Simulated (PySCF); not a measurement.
propyne (C₃H₄), SMILES C#CC.

The structure is a stationary point at ωB97X-D3(BJ)/def2-TZVP.

Computed with HF/def2-TZVPD (PySCF).

Symmetry labels are those of the subgroup Cs that the program uses (full group C3v).

Computed valence orbital energies around the gap with their symmetry:
```csv
orbital,symmetry,energy (eV)
HOMO−7,A',-28.77
HOMO−6,A',-26.08
HOMO−5,A',-19.50
HOMO−4,A',-16.91
HOMO−3,A',-16.12
HOMO−2,A",-16.12
HOMO−1,A',-10.50
HOMO,A",-10.50
LUMO,A',1.88
LUMO+1,A',2.53
LUMO+2,A',3.24
LUMO+3,A',4.15
```
